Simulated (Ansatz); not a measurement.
fcc Au was calculated with PBEsol+SOC (Ansatz, a first-principles code, PAW).

Run with plane-wave cutoff 520 eV, 24×24×24 k mesh, Fermi–Dirac smearing 0.05 eV, PAW data made under PBE.

Pressure at four volumes; x = ln(V/16.879 Å³). One pressure is withheld.

```tsv
V (Å³/atom)	x	P (GPa)
15.866	-0.0619	13.43
16.879	0.0000	-0.02
17.554	0.0392	-6.39
17.892	0.0583	?
```

Task: Pass a parabola P(x) through the three rows shown, estimate the bulk modulus and its pressure derivative near zero pressure, and predict the withheld pressure.

Result: Slopes between the rows: (-0.02 − (13.43))/(0.0000 − (-0.0619)) = -217.29 and (-6.39 − (-0.02))/(0.0392 − (0.0000)) = -162.50 GPa. Their difference over the span 0.1011 is c = 54.79/0.1011 = 541.9 GPa, so P(x) = 13.43 + (-217.29)(x − (-0.0619)) + 541.9 (x − (-0.0619))(x − (0.0000)). At the middle row B = −dP/dx = −[-217.29 + 541.9 × 0.0619] = 183.7 GPa, and B′ = dB/dP = 2c/B = 5.9. At x = 0.0583 the parabola gives -8.89 GPa; the run gives -8.97 GPa. The Birch–Murnaghan fit to the energies at all volumes has B0 = 182 GPa and B′ = 5.8.

Measured, for comparison: bulk modulus 182 GPa (0 K value with the zero-point phonon effect removed, our sources range from 175 to 182; as tabulated in Mejia-Rodriguez and Trickey (2018), arXiv:1807.09216). Computed (rounded) less measured: bulk modulus 0.0 % (0.0 % to +4 % over the range).
